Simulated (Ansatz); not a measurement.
The input, for Ansatz 0.2.0:

```yaml
crystal:
  periodic: [false, false, false]
  atoms:
    - {symbol: Sb, position_ang: [0.000000, 0.000000, 0.000000]}
    - {symbol: H, position_ang: [0.000000, 0.000000, 1.403000]}
basis:
  gaussian: {orbitals: def2-SVP}
correlation: {method: fic_mrcisd_q, electrons: outside_noble_gas, active_space: {window: {electrons: 6, orbitals: 5}, shells: [{species: H, l: s, shell: 1}, {species: Sb, l: s, shell: 5}, {species: Sb, l: p, shell: 5}]}}
```

```sh
$ ansatz run in.yaml --threads 1 --pin off --events-out ev --progress --plain --max-ram 2393MiB
```

Output:

```
665 factors; integrals over basis functions are off by at most 1.2e-7 eV
mean field evaluation 1: about -6523.0574 eV, gradient 6.2e0 eV
mean field evaluation 2: about -6523.0608 eV, gradient 6.2e0 eV
mean field evaluation 4: about -6523.2482 eV, gradient 3.8e-1 eV
mean field evaluation 8: about -6523.2486 eV, gradient 7.6e-4 eV
mean field evaluation 16: about -6523.2486 eV, gradient 2.2e-6 eV
mean field -6523.24860538 eV, -239.7249646310 hartree, gradient 8.9e-6 eV, S^2 0.000000; 2 other end points of the search recorded, 0 dependent functions left out; unrestricted orbitals would lower it
reference -6523.24860538 eV, -239.7249646310 hartree; 12, 12 occupied and 19, 19 virtual orbitals, 665 factors
state -6524.12190566 eV, -239.7570578242 hartree
contracted CI cycle   1: correlation 0.00000000 eV, 0.0000000000 hartree, residual 9.67e0 eV
contracted CI cycle   2: correlation -1.92743056 eV, -0.0708317665 hartree, residual 1.93e0 eV
contracted CI cycle   3: correlation -2.00139587 eV, -0.0735499416 hartree, residual 3.97e-1 eV
contracted CI cycle   4: correlation -2.00425604 eV, -0.0736550509 hartree, residual 1.15e-1 eV
contracted CI cycle   5: correlation -2.00451046 eV, -0.0736644006 hartree, residual 2.68e-2 eV
contracted CI cycle   6: correlation -2.00452316 eV, -0.0736648675 hartree, residual 7.31e-3 eV
contracted CI cycle   7: correlation -2.00452407 eV, -0.0736649010 hartree, residual 1.85e-3 eV
contracted CI cycle   8: correlation -2.00452413 eV, -0.0736649031 hartree, residual 5.09e-4 eV
contracted CI cycle   1: correlation 0.00000000 eV, 0.0000000000 hartree, residual 9.67e0 eV
contracted CI cycle   2: correlation -1.92743056 eV, -0.0708317665 hartree, residual 1.93e0 eV
contracted CI cycle   3: correlation -2.00139587 eV, -0.0735499416 hartree, residual 3.97e-1 eV
contracted CI cycle   4: correlation -2.00425604 eV, -0.0736550509 hartree, residual 1.15e-1 eV
contracted CI cycle   5: correlation -2.00451046 eV, -0.0736644006 hartree, residual 2.68e-2 eV
contracted CI cycle   6: correlation -2.00452316 eV, -0.0736648675 hartree, residual 7.31e-3 eV
contracted CI cycle   7: correlation -2.00452407 eV, -0.0736649010 hartree, residual 1.85e-3 eV
contracted CI cycle   8: correlation -2.00452413 eV, -0.0736649031 hartree, residual 5.09e-4 eV
state -6524.12190566 eV, -239.7570578242 hartree; corrected -6526.23105767 eV, -239.8345677311 hartree
Total energy: -6526.23105767 eV, -239.8345677311 hartree
Checks for a lower state left out: starts, orbital_swaps
```

For the same geometry and basis full CI lies 36.0 meV higher.

Ran on 1 thread of Arm Neoverse V1, shared host: 1 s wall, 0.16 GiB peak host memory.
